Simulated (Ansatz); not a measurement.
**One shape, several levels: BH3Cl− (SMILES [H][B-]([H])([H])Cl)**

Wanted: a comparison of 6 runs (BHLYP/STO-3G, HSE06/STO-3G, UB3LYP/STO-3G, UPBE0/STO-3G, wB97X/STO-3G, CCSD(T)/STO-3G) of BH3Cl−. 

The calculation is run with Ansatz 0.2.0.

6 further runs of the same task are left out: 6 that didn't finish.

## Step 1: The molecule

BH3Cl−: 5 atoms, total charge -1, spin state singlet. As SMILES, `[H][B-]([H])([H])Cl`. The H3–B1 distance was set to 3.018 Å, away from the relaxed value. At this shape a bond of the SMILES string is far longer than usual.

Bond lengths: B1–Cl2 1.875 Å, B1–H4 1.208 Å, B1–H5 1.207 Å. Angles: Cl2–B1–H4 106.7°, Cl2–B1–H5 106.7°, H4–B1–H5 112.1°.

## Step 2: A single-point energy at BHLYP/STO-3G (run 1)

Contents of input.yaml:

```yaml
crystal:
  periodic: [false, false, false]
  atoms:
    - symbol: B
      position_ang: [-1.731662, -0.012995, 0.365839]
    - symbol: Cl
      position_ang: [-1.716782, -0.035765, 2.240179]
    - symbol: H
      position_ang: [1.152300, 0.011380, -0.522240]
    - symbol: H
      position_ang: [-2.317022, 0.991075, 0.035849]
    - symbol: H
      position_ang: [-2.308362, -1.012205, 0.011769]
basis:
  gaussian:
    orbitals: STO-3G
total_charge: -1
magnetization:
  spin_polarized: false
  initial_magnetization: 0
hamiltonian:
  xc: {name: BHLYP}
accuracy: high
```

The run is started by

```
$ ansatz run input.yaml --threads 1 --pin off --max-ram 2610MiB --events-out events.jsonl --progress --plain --runs-dir runs
```

Standard output:

```text
Warning: RAYON_NUM_THREADS=1 ignored (pool sized by the plan → 1); use --threads N
Functional definition: BHLYP
  name "BHLYP"
  parameter a = 0.5
  exchange = (1 - a)*b88_x + a*exact_x
  correlation = lyp_c
281 factors; integrals over basis functions are off by at most 2.3e-8 eV
mean field evaluation 1: about -13090.9811 eV, gradient 1.8e1 eV
mean field evaluation 2: about -13074.4006 eV, gradient 3.7e1 eV
mean field evaluation 4: about -13094.9553 eV, gradient 6.8e0 eV
mean field evaluation 8: about -13095.2849 eV, gradient 3.8e-1 eV
mean field evaluation 16: about -13095.2782 eV, gradient 2.8e-4 eV
mean field -13095.27819246 eV, -481.2425972747 hartree, gradient 4.2e-8 eV, S^2 0.000000; 0 other end points of the search recorded, 0 dependent functions left out
reference -13095.27821211 eV, -481.2425979966 hartree; 13, 13 occupied and 4, 4 virtual orbitals, 281 factors
Total energy: -13095.27821211 eV, -481.2425979966 hartree
```

Wall time 1.4 s (1 thread of Intel Xeon Platinum 8259CL at 2.50GHz (Skylake/Cascade Lake), shared host); peak memory 0.11 GiB.

## Step 3: The energy at HSE06/STO-3G (run 2)

Contents of job.yaml:

```yaml
crystal:
  periodic: [false, false, false]
  atoms:
    - {symbol: B, position_ang: [-1.731662, -0.012995, 0.365839]}
    - {symbol: Cl, position_ang: [-1.716782, -0.035765, 2.240179]}
    - {symbol: H, position_ang: [1.152300, 0.011380, -0.522240]}
    - {symbol: H, position_ang: [-2.317022, 0.991075, 0.035849]}
    - {symbol: H, position_ang: [-2.308362, -1.012205, 0.011769]}
basis:
  gaussian: {orbitals: STO-3G}
total_charge: -1
hamiltonian: {xc: hse06}
accuracy: high
```

The run is started by

```
$ ansatz run job.yaml --threads 1 --pin off --max-ram 2610MiB --events-out events.jsonl --progress --plain --runs-dir runs
```

Standard output:

```text
Warning: RAYON_NUM_THREADS=1 ignored (pool sized by the plan → 1); use --threads N
Functional definition: HSE06
  name "HSE06"
  parameter a = 0.25
  parameter omega = 0.11/bohr
  exchange = pbe_x - a*pbe_x_sr(omega) + a*exact_x_sr(omega)
  correlation = pbe_c
281 factors; integrals over basis functions are off by at most 2.3e-8 eV
57 factors; integrals over basis functions are off by at most 1.8e-9 eV
mean field evaluation 1: about -13086.0215 eV, gradient 1.8e1 eV
mean field evaluation 2: about -13067.3659 eV, gradient 4.0e1 eV
mean field evaluation 4: about -13089.9721 eV, gradient 1.2e1 eV
mean field evaluation 8: about -13090.8077 eV, gradient 9.3e-2 eV
mean field evaluation 16: about -13090.8078 eV, gradient 2.0e-8 eV
mean field -13090.80778954 eV, -481.0783129975 hartree, gradient 2.0e-8 eV, S^2 0.000000; 0 other end points of the search recorded, 0 dependent functions left out
reference -13090.80779140 eV, -481.0783130656 hartree; 13, 13 occupied and 4, 4 virtual orbitals, 281 factors
Total energy: -13090.80779140 eV, -481.0783130656 hartree
```

Run time: 1.9 s. Hardware: 1 thread of Intel Xeon Platinum 8259CL at 2.50GHz (Skylake/Cascade Lake), shared host; peak memory 0.11 GiB.

Runs 3 to 5 aren't shown in full; the table further down has their settings and results.

## Step 4: A single-point energy at CCSD(T)/STO-3G (run 6)

Contents of molecule.yaml:

```yaml
crystal:
  periodic: [false, false, false]
  atoms:
    - {symbol: B, position_ang: [-1.731662, -0.012995, 0.365839]}
    - {symbol: Cl, position_ang: [-1.716782, -0.035765, 2.240179]}
    - {symbol: H, position_ang: [1.152300, 0.011380, -0.522240]}
    - {symbol: H, position_ang: [-2.317022, 0.991075, 0.035849]}
    - {symbol: H, position_ang: [-2.308362, -1.012205, 0.011769]}
basis:
  gaussian: {orbitals: STO-3G}
accuracy: high
scf: {omitted_lower_state_checks: [cluster_reference, increment]}
total_charge: -1
magnetization: {spin_polarized: false, initial_magnetization: 0}
correlation: {method: ccsd_t, frozen_orbitals: {B: 1, Cl: 5, H: 0}}
```

The run is started by

```
$ ansatz run molecule.yaml --threads 1 --pin off --max-ram 2610MiB --events-out events.jsonl --progress --plain --runs-dir runs
```

Standard output:

```text
Warning: RAYON_NUM_THREADS=1 ignored (pool sized by the plan → 1); use --threads N
[... 11 lines left out ...]
6 core orbitals not correlated: weight in the atoms' cores, before any rotation towards them, 1.000 or more for the frozen orbitals, at most 0.000 for the correlated occupied ones
[... 28 lines left out ...]
WARN: these amplitudes may be one of several solutions (largest doubles amplitude 0.80, level shift 6.35 eV)
Total energy: -13075.55960239 eV, -480.5179524553 hartree
Checks for a lower state left out: cluster_reference, increment
```

Run time: 0.43 s. Hardware: 1 thread of Intel Xeon Platinum 8259CL at 2.50GHz (Skylake/Cascade Lake), shared host.

## Step 5: The series

| run | level | frozen core orbitals | energy (Eh) | wall time |
| --- | --- | --- | --- | --- |
| 1 | BHLYP/STO-3G | – | -481.242598 | 1.4 s |
| 2 | HSE06/STO-3G | – | -481.078313 | 1.9 s |
| 3 | UB3LYP/STO-3G | – | -481.303331 | 6.9 s |
| 4 | UPBE0/STO-3G | – | -481.120908 | 5.7 s |
| 5 | wB97X/STO-3G | – | -481.248049 | 6 s |
| 6 | CCSD(T)/STO-3G | 6 | -480.517952 | 0.43 s |

## Step 6: Results

```
                                          quantity          value
                               run 6: total energy  -480.51795 Eh
run 6: correlation energy (6 core orbitals frozen)     -179.5 mEh
                             run 6: (T) correction     -14.95 mEh
                              run 6: T1 diagnostic          0.111
```

**Reading.** Totals of different functionals can't be ranked against each other. In run 6 the T1 diagnostic is large, so a single reference may not serve. In run 6 the log says that unrestricted orbitals would lower the reference, so the values rest on an unstable closed-shell determinant (other closed-shell runs at this shape may share the fault). In runs 1, 2, 3, 4, 5, 6 the basis is minimal, so the values are rough. Spin contamination of the reference: run 4 ⟨S²⟩ = 0.75, run 3 ⟨S²⟩ = 0.68. Where it is this large, the reference is a mixture of spin states, and values that rest on it are in doubt. All runs together took 22 s, the longest 6.9 s.
